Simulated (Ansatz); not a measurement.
# GaH₄⁺, triplet in cc-pVDZ: errors against full CI

Geometry: a PBE0/def2-TZVP stationary point for this spin, not checked as a minimum.

```json
{"atom": "Ga", "x (Å)": "0.0000", "y (Å)": "0.0000", "z (Å)": "0.0000"}
{"atom": "H", "x (Å)": "0.6525", "y (Å)": "0.6641", "z (Å)": "1.3539"}
{"atom": "H", "x (Å)": "-0.6625", "y (Å)": "-0.6541", "z (Å)": "1.3539"}
{"atom": "H", "x (Å)": "-0.6541", "y (Å)": "0.6525", "z (Å)": "-1.3587"}
{"atom": "H", "x (Å)": "0.6641", "y (Å)": "-0.6625", "z (Å)": "-1.3490"}
```

Basis cc-pVDZ; Ansatz 0.2.0. Correlated methods freeze the noble-gas cores and the filled d shells of p-block atoms, which leaves 6 electrons in 33 orbitals. R marks a restricted (for open shells ROHF) determinant, U an unrestricted one. Active spaces: pair = (4e, 4o) about the gap; valence = (6e, 8o) chosen from the atoms' valence shells. No spin–orbit coupling is included, and no scalar relativity.

Full CI is exact within this basis and frozen core; it isn't the basis-set limit. The frozen core follows each run's orbitals, which can shift R against U totals by a few meV for light atoms and by up to 0.1 eV past Ca.

```
UHF ⟨S²⟩                          : 2.044
T1 diagnostic (RCCSD)             : 0.0267
largest doubles amplitude (RCCSD) : 0.062
```

```json
{"level": "RMP2", "E − E(RHF) (eV)": "-2.1484"}
{"level": "RCCSD", "E − E(RHF) (eV)": "-2.8134"}
{"level": "RCCSD(T)", "E − E(RHF) (eV)": "-2.8660"}
```

Task: Estimate how far full CI in cc-pVDZ lies from RCCSD(T). The table doesn't fix it; the size of (T) and the diagnostics are the guide.

Result: Full CI in cc-pVDZ lies 2.2 kJ/mol below RCCSD(T), which is 43 % of the (T) step (-5.1 kJ/mol). The diagnostics give no warning, yet the rest is a sizeable part of (T).

The other levels:

```
                   level  E − E(full CI) (kJ/mol)  share of correlation (%)  wall time
                 BCCD(T)                      2.1                     99.23      1.8 s
                  RCCSDT                      0.2                     99.92          –
               RCCSDT(Q)                      0.1                     99.96        8 s
     CASSCF (pair space)                    225.6                     19.07          –
     NEVPT2 (pair space)                     62.5                     77.58      3.2 s
     MRCISD (pair space)                     11.5                     95.86          –
   MRCISD+Q (pair space)                     -2.0                    100.71      3.7 s
  CASSCF (valence space)                    117.0                     58.01          –
  NEVPT2 (valence space)                     33.6                     87.93      5.5 s
  MRCISD (valence space)                      3.1                     98.90          –
MRCISD+Q (valence space)                      0.2                     99.94        7 s
```

The correlation energy at full CI, counted from RHF, is -2.889 eV. That run took 1.9 min on 1 thread of Arm Neoverse N1, shared host over 7,441,080 determinants.

Run but not shown, since their state or frozen core can't be matched to the reference's or they repeat it: UHF, UMP2, UCCSD, UCCSD(T), UCCSDT, UCCSDT(Q).

Times hold each run's SCF and search for its determinant on a shared host, so for small cases they say little of a method's own cost; they ran on 1 thread of Arm Neoverse N1.

Not variational, and here over 5 meV under the exact energy: MRCISD+Q (pair space).

The full-CI state has the irrep A2 of C2v, in the program's axes (one component, if the state is degenerate).

Natural occupations of full CI about the gap: 1.952 1.927 0.996 0.996 0.040 0.017 0.017 0.016 0.006 0.005; effectively unpaired electrons, Σ n²(2−n)², 2.04.
